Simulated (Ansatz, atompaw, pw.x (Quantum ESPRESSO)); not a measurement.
Equation-of-state test of one PAW (atompaw) potential (tungsten (W))

tungsten, PAW, made with atompaw 4.2.0.5 (PBEsol, scalar-relativistic). Core [Xe] 4f14, reference 5d4 6s1.5 6p0.5. Waves: 6s (bound); 6s channel at 1.9 Ry; 6p (bound); 6p channel at 1.4 Ry; 5d (bound); 5d channel at 0.1 Ry. Local part: ultrasoft scheme with l = 3 at 0.5 Ry, radius 2.80 bohr. Core correction: smooth core density matched at 2.00 bohr. Augmentation charge: besselshape compensation charge, radius 2.60 bohr; PAW radius 3.00 bohr; waves and projectors: bloechl.

Atomic tests: cutoffs needed: 18 Ry and 25 Ry (the cutoffs (Ry, on a coarse ladder) from which the occupation-weighted sum of valence levels, in a spherical-Bessel basis at the reference potential, stays within 10 and 1 mRy of its value at 400 Ry); ghost test: ghost state, extra bound levels that the all-electron valence spectrum of the same l lacks: p at -7.7 eV; a true bound ghost makes a file unfit for plane-wave use (spherical-Bessel basis up to 400 Ry, 20 bohr box); lowest eigenvalue of the overlap operator: 0.05 (p channel).

Crystal test: fcc W in pw.x 7.5, no spin, 14³ k-points, Fermi–Dirac smearing 0.01 Ry, cutoffs 40/400 Ry. The reference is all-electron LAPW (Ansatz 0.2.0) with the same functional, mesh and smearing; V0 and B0 come from Birch–Murnaghan fits to the pressures at five volumes. Errors are pseudo minus all-electron; Δ is the rms difference of the E(V) curves that follow from these fits, minima aligned, over ±6 % about the mean V0. Mesh and smearing are coarse, so the numbers serve the comparison and aren't converged zero-temperature values; the lattice is a test structure that the element need not adopt.

```csv
V (Å³/atom),P all-electron (GPa),P pseudo (GPa)
15.195,17.15,2.22
15.595,8.12,-5.13
15.995,0.14,-11.57
16.395,-6.90,-17.21
16.795,-13.11,-22.16
```

All-electron: a0 = 4.000 Å (V0 = 16.00 Å³/atom), B0 = 298.8 GPa.

Pseudopotential: mean pressure error (GPa): -11.85; a0 (Å): 3.942; a0 error (%): -1.46; B0 error (%): -3.1; Δ (meV/atom): 44.8. The largest radius (3.00 bohr) exceeds half the bond length (2.67 bohr), so the spheres overlap, which is one possible source of error among others. This is a poor potential for the solid. Note: ghost state, extra bound levels that the all-electron valence spectrum of the same l lacks: p at -7.7 eV. A true bound ghost makes a file unfit for plane-wave use.

Question: At the middle volume, how do free energy and pressure move when the wave cutoff is lowered (ecutrho held at 400 Ry)?

Answer:

```tsv
cutoff (Ry)	shift of F (meV/atom)	shift of P (GPa)
18	+1038.7	-1.55
24	+211.4	-15.53
32	+6.5	-0.54
```

The run at the middle volume (104 k-points, 59 iterations) took about 30 s on one core of a shared host (AMD EPYC 9R45 96-Core Processor, 96 threads, 376 GiB, load 35).
